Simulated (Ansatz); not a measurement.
Ideal-gas functions of C₂H₄S, SMILES `CC=S` at 400 K and 1 bar, from an Ansatz frequency run at PBE0-D4/def2-TZVP.

Molar mass 60.12 g/mol, point group Cs (symmetry number 1), electronic degeneracy 1, moments of inertia 10.197, 87.34, 94.446 u Å². Harmonic wavenumbers (cm⁻¹, unscaled): 176, 395, 770, 848, 1043, 1085, 1185, 1375, 1381, 1459, 1474, 3030, 3082, 3085, 3161.

Use S(trans) = R[1.5 ln M + 2.5 ln T − 1.1517]; rotational temperatures θ = 24.2544 K / I; S(rot) = R[ln(√π/σ · √(T³/θAθBθC)) + 1.5]; for each mode x = 1.438777 ν̃/T, S = R[x/(eˣ − 1) − ln(1 − e⁻ˣ)] and H = RT x/(eˣ − 1); 1 cm⁻¹ = 0.0119627 kJ/mol; R = 8.31446 J/(mol·K).

By hand: the entropy, in J/(mol·K).

Translation 166.1. Rotation: θ = 2.3786, 0.2777, 0.2568 K, giving 99.3. Vibration, mode by mode: 12.25, 6.06, 2.08, 1.66, 0.95, 0.84, 0.62, 0.35, 0.35, 0.27, 0.26, 0.00, 0.00, 0.00, 0.00, in all 25.7. Electronic 0.0. Sum 291.1 J/(mol·K).

By hand: H − E and G − E in kJ/mol, counted from the electronic energy.

Zero-point energy ½ × 23549 × 0.0119627 = 140.9; thermal vibration 6.2; translation, rotation and pV give 4 RT = 13.3. H − E = 160.4 kJ/mol, and G − E = 160.4 − 400 × 291.1/1000 = 44.0 kJ/mol.

Vibration gives 9 % of the entropy.
